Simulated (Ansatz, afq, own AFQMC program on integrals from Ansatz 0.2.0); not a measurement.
# SiH4⁺, doublet in 6-31G, levels against full CI

```xyz
5

Si    0.0000    0.0000    0.0000
H    -0.0112    1.0909    1.0838
H    -0.0168   -1.0838    1.0907
H     0.0168    1.0838   -1.0907
H     0.0112   -1.0909   -1.0838
```

Basis 6-31G. Only valence electrons are correlated. Integrals, coupled cluster, full CI and functionals: Ansatz 0.2.0; the random walks run on the same integrals in our own AFQMC program. ph-AFQMC/CISD is guided by a CISD state made of CCSD amplitudes; releasing the constraint for a short imaginary time cuts its bias at the price of noise, slowly where states lie close. Free AFQMC starts from the CCSD state and is never constrained. Its projection time is finite, and what remains of the start isn't in its error. Uncertainties: one standard error, sampling alone.

Determinant: UHF, the one that the program's search chose, which needn't be the lowest solution. The geometry is a PBE0/def2-TZVP stationary point of this or a neighbouring charge and spin state.

Full CI on the same integrals is exact in this basis and with this determinant's frozen core.

Cautions: unrestricted determinant slightly spin contaminated (⟨S²⟩ 0.81 against 0.75); the ph-AFQMC/CISD walk drifts between its halves (2.6 errors).

```
T1 diagnostic                               : 0.0171
weight of the determinant in the CISD state : 0.933
⟨S²⟩ of the determinant                     : 0.814
size of the correlated space                : 7 electrons in 16 orbitals
```

Reference: full CI, correlation energy -2.101 eV. The released energy is read at 2.40 1/Eh (meV from the phaseless value at times in 1/Eh: 2.4 ± 1.9 at 0.24, 2.9 ± 1.6 at 0.51, -2.7 ± 1.5 at 0.99, -2.9 ± 1.2 at 1.62, -1.8 ± 1.5 at 2.40).

```tsv
level	E − E(reference) (kJ/mol)	share of correlation (%)
HF	202.7	0.00
MP2	71.6	64.68
CCSD	4.4	97.83
CCSD(T)	1.6	99.21
CCSDT	0.1	99.98
CCSDT(Q)	0.0	100.00
CCSDTQ	0.0	100.00
ph-AFQMC/HF	3.6 ± 1.2	98.24
ph-AFQMC/CISD	0.3 ± 0.2	99.85
released AFQMC	0.1 ± 0.1	99.93
free AFQMC	0.0 ± 0.2	99.98
```

CCSDT and higher add their correlation energy to the determinant of the CCSD(T) run, since their own runs factorise the integrals more tightly (a shift of under 2 meV). Free projections are given only where their last times agree within the noise and don't stop above the reference; a slow remainder of the start can still hide under it. A walk keeps the symmetry of its determinant, which the program's search chose and which needn't be the lowest solution, so a lower state of the same spin and another symmetry isn't excluded. Released energies are given only where the last usable release times agree within the noise; a slower fall can still hide under it.
